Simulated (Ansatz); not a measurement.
# NiO: what relativity and spin–orbit coupling change

```
Ni O
1.0
     0.00000    2.10848    2.10848
     2.10848    0.00000    2.10848
     2.10848    2.10848    0.00000
Ni O
1 1
Direct
  0.00000 0.00000 0.00000
  0.50000 0.50000 0.50000
```

Atoms are numbered in the order listed.

The cell was built from the rocksalt type and relaxed in the same program, and has space group Fm-3m; it needn't be a known or the stable phase.

Semilocal functionals without U often leave such compounds metallic or with too small a gap, and the real magnetic order may differ.

Other magnetic orders may lie lower; this is the state that the run reached.

One fixed cell is solved with PBE by all-electron LAPW in Ansatz 0.2.0 under different relativistic treatments. Pressure is positive in compression.

Sampling and basis: a Γ-centred 16×16×16 k mesh, Fermi–Dirac smearing of 0.03 eV, basis error target 1 meV/atom, spin-polarised from start moments Ni1 1.5 μB.

```csv
setting,P (GPa),"lowest level at Γ above −25 eV, from the valence-band top or, without a gap, the Fermi level (eV)"
scalar-relativistic,0.42,-20.11
non-relativistic,?,?
with spin–orbit coupling,0.45,-20.11
```

Problem. Give the missing entry: row "non-relativistic", column "P (GPa)".

Solution. 1.41.

Problem. Give the missing entry: row "non-relativistic", column "lowest level at Γ above −25 eV, from the valence-band top or, without a gap, the Fermi level (eV)".

Solution. -19.95.
